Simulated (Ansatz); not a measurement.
# Lattice constant a of some III–V compounds

Method: B3LYP (VWN-RPA form) (plane waves, PAW; Ansatz, an electronic-structure program). References are measured values corrected to a static lattice or taken at low temperature (these still hold zero-point motion).

Values in Å.

```json
[
 {"solid": "wurtzite AlN", "reference": "3.111¶", "B3LYP (VWN-RPA form)": "3.116", "error (%)": "+0.16"},
 {"solid": "zinc-blende AlP", "reference": "5.451*", "B3LYP (VWN-RPA form)": "5.517", "error (%)": "+1.21"},
 {"solid": "zinc-blende InAs", "reference": "6.047*", "B3LYP (VWN-RPA form)": "6.207", "error (%)": "+2.65"},
 {"solid": "zinc-blende InSb", "reference": "6.468*", "B3LYP (VWN-RPA form)": "6.663", "error (%)": "+3.01"},
 {"solid": "zinc-blende BP", "reference": "4.525*", "B3LYP (VWN-RPA form)": "4.561", "error (%)": "+0.80"},
 {"solid": "zinc-blende GaAs", "reference": "5.64*", "B3LYP (VWN-RPA form)": "5.765", "error (%)": "+2.22"},
 {"solid": "zinc-blende InP", "reference": "5.858*", "B3LYP (VWN-RPA form)": "?", "error (%)": "?"},
 {"solid": "zinc-blende AlAs", "reference": "5.649*", "B3LYP (VWN-RPA form)": "5.735", "error (%)": "+1.52"},
 {"solid": "cubic BN", "reference": "3.593*", "B3LYP (VWN-RPA form)": "3.617", "error (%)": "+0.67"},
 {"solid": "zinc-blende GaP", "reference": "5.439*", "B3LYP (VWN-RPA form)": "5.531", "error (%)": "+1.69"}
]
```

Q: Estimate the withheld B3LYP (VWN-RPA form) value.

A: The errors of the other rows run from +0.16 % to +3.01 %, with a median of +1.52 %; carried to the reference 5.858 it gives 5.947 Å. The run gives 5.985 Å (+2.17 %), +0.64 % from the estimate; the row was drawn at random, and such an estimate is rough. Over these 10 solids the mean error is +1.61 %, the mean absolute error 1.61 % (median 1.61 %), and the worst case zinc-blende InSb at +3.01 %; the value is above the reference in 10 of 10 cases.

A star marks references brought to a static lattice; the others are low-temperature values that still hold zero-point motion, which matters most for light elements.

Spin–orbit coupling is left out, also for the solids with elements from indium on (zinc-blende InAs, zinc-blende InSb, zinc-blende InP); its size isn't shown.

¶ marks references of a special kind: wurtzite AlN, 3.111 Å (measured, low temperature, extrapolated to low temperature; as tabulated in arXiv:1206.3780).

Differences are worked out from the printed values.

Caveats: the gap of the solid is closed in this run (zinc-blende InAs, zinc-blende InSb). Ansatz's density-functional and Hartree–Fock values are scalar-relativistic unless marked +SOC, with PAW data made under PBE.

Not in this set, of the III–V compounds with a reference value in our tables and a result at some level: 4 for a reference at room or unstated temperature; 1 for a high-temperature or high-pressure phase. These can be a level's best or worst cases. At least 3 more with a reference value are held back for tests. Solids without a released value at any level aren't counted. Layered and molecular crystals are counted apart.

References as tabulated in Mejia-Rodriguez and Trickey (2018), arXiv:1807.09216; arXiv:1206.3780; Goldzak et al. (2022), arXiv:2208.04865.
